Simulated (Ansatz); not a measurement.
Elements on the sites of an ideal hcp lattice, at a guessed lattice constant:

```
CELL_PARAMETERS angstrom
2.85070 -4.93756 0.00000
2.85070 4.93756 0.00000
0.00000 0.00000 9.12224
ATOMIC_POSITIONS crystal
Ru 0.33333 0.16667 0.62500
Ru 0.33333 0.66667 0.12500
Ru 0.33333 0.66667 0.62500
Ru 0.83333 0.66667 0.12500
Ru 0.66667 0.33333 0.37500
Ru 0.66667 0.33333 0.87500
Ru 0.16667 0.33333 0.87500
Ag 0.33333 0.16667 0.12500
Ag 0.83333 0.16667 0.12500
Ag 0.83333 0.16667 0.62500
Ag 0.83333 0.66667 0.62500
Ag 0.16667 0.33333 0.37500
Ag 0.66667 0.83333 0.37500
Ag 0.66667 0.83333 0.87500
Ag 0.16667 0.83333 0.37500
Ag 0.16667 0.83333 0.87500
```

Cell and atoms were relaxed without symmetry on coarser meshes and computed once more. These are results of Ansatz 0.2.0, DFT PBE, scalar-relativistic, plane waves, PAW, not measurements.

Cutoff 420 eV; k points 7×7×4 on the computed 16-atom cell (Γ-centred); Gaussian smearing, width 0.10 eV; no spin polarisation.

The relaxation ran on 3×3×2 (shifted) k points with a smearing of 0.1 eV, from sites shaken by 0.02 Å.

Problem. What does the relaxation give?

Solution. A volume of 16.39 Å³/atom and no gap on the mesh. It lies 0.53 eV/atom above the elements' standard states (static lattices, no corrections for gases). The atoms leave their sites by 0.53 Å (root mean square) and 0.90 Å at most, and the cell stretches by up to 11.2 % at fixed volume, so the lattice hasn't survived.

```xyz
16
Lattice="2.8478 -4.8605 0.4872 2.9136 4.8985 0.0254 0.8201 -0.4266 9.4243" Properties=species:S:1:pos:R:3 pbc="T T T"
Ru    2.4119   -1.1265    5.8331
Ru    2.1844    1.9253    1.0998
Ru    3.4164    1.0002    6.3442
Ru    3.7523   -0.8047    1.5258
Ru    3.5171   -1.9369    3.7964
Ru    3.7146   -1.8935    8.7974
Ru    2.1650    0.9032    8.3908
Ag    0.8756   -0.5782    1.2594
Ag    2.1365   -3.1156    1.6075
Ag    3.4984   -3.6298    6.3004
Ag    5.1213   -1.2983    6.4272
Ag    2.1733    0.4935    3.5211
Ag    5.0297    0.4039    4.0232
Ag    5.0285    0.5686    8.6286
Ag    3.6024    2.8430    3.7366
Ag    3.8783    3.1674    8.2085
```

The final mesh leaves forces up to 0.10 eV/Å and stresses up to 0.5 GPa: the relaxation ran on a coarser mesh, so the cell's shape, its bonds and its energy belong partly to that mesh.

Cost: 2 runs of about 14 core-minutes in all (earlier runs that led there not counted), on Intel Xeon 6975P-C (Granite Rapids) (shared hosts).